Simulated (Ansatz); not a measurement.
`C=C(F)C(F)F` → 3 C• + 3 F• + 3 H•  (atomization)

Program: Ansatz. Geometries: PBE0-D4/def2-TZVP. ΔE: electronic, gas phase. CCSD(T)/CBS is the MP2 limit (def2-TZVPP, def2-QZVPP) plus CCSD(T) − MP2 in def2-TZVPP, frozen cores. This one scheme is used for every species, atoms too. DFT in def2-TZVPP. HSE06 is defined as in plane-wave codes. Open shells (•) are unrestricted, without spin–orbit coupling. Spin–orbit coupling would lower the free atoms: a little for C, F. Each species was taken in one conformer, which may not be the lowest.

`C=C(F)C(F)F`:

Z-matrix (Å, degrees):
```
C
F 1 1.349
C 1 1.498 2 110.4
F 1 1.356 2 108.0 3 -120.1
H 1 1.096 2 108.9 3 123.2
F 3 1.337 1 110.6 2 176.2
C 3 1.316 1 127.0 2 -2.9
H 7 1.082 3 120.8 1 179.6
H 7 1.080 3 119.5 1 -0.7
```

CCSD(T)/CBS gives +38.57 eV.

Question: Another level gave +39.02 eV. Which?
A. MP2/def2-TZVPP
B. ωB97X-V/def2-TZVPP
C. PBE-D4/def2-TZVPP
D. HSE06-D4/def2-TZVPP

Answer: D. HSE06-D4 39.02, PBE-D4 40.28, MP2/def2-TZVPP 38.86, ωB97X-V 38.71 eV.

Largest T1 diagnostic among the species: 0.012.

From PBE to PBE0 (25 % exact exchange), in def2-TZVPP and without D4, ΔE moves by −1.28 eV: exact exchange takes away binding that semilocal exchange gives to molecules. At CCSD(T), def2-SVP lies −1.70 eV from the extrapolated value and def2-TZVPP −1.01 eV: correlation converges slowly with the basis, and small sets miss more of it in the bonded molecule than in its fragments. In def2-TZVPP, CCSD(T) changes the Hartree–Fock value by +10.31 eV (the triples alone add +0.76 eV) and MP2 by +11.62 eV; breaking electron pairs costs correlation energy, which Hartree–Fock lacks.

For atomizations the MP2-based limit and the directly extrapolated one differ by several kJ/mol either way, and by 10 to 25 for some Ge, Se and Sn compounds, so smaller differences from it don't rank the levels.
